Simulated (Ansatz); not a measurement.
2H MoS2 was calculated with r²SCAN (plane waves, PAW; Ansatz, a program for electronic structure).

Settings: plane-wave cutoff 500 eV, 12×12×4 k mesh (along the axes of the cell as run), gaussian smearing 0.02 eV, no spin polarisation, scalar-relativistic PAW data made under PBE.

Cell (relaxed at this level):

```
CELL_PARAMETERS angstrom
      1.59218    -2.75774     0.00000
      1.59218     2.75774     0.00000
      0.00000     0.00000    12.98628
ATOMIC_POSITIONS crystal
  Mo 0.33333 0.66667 0.25000
  Mo 0.66667 0.33333 0.75000
  S  0.33333 0.66667 0.63044
  S  0.66667 0.33333 0.13044
  S  0.66667 0.33333 0.36956
  S  0.33333 0.66667 0.86956
```

### Question
Estimate the band gap that the calculation returns.

### Answer

- band gap = 1.16 eV (on the SCF k mesh)

Measured, for comparison: band gap 1.23 eV (room temperature, not corrected to a static lattice, bulk 2H, our sources range from 1.23 to 1.29; as tabulated in Bastos et al. (2019), arXiv:1903.08112).

Note: the cell comes from a level without a dispersion term, which matters for the spacing of layers, chains or molecules; the cell has widely spaced layers and the level no dispersion term, so their spacing and the moduli can rest on weak binding.

Spin–orbit coupling is not included.

Computed values are for the static lattice.
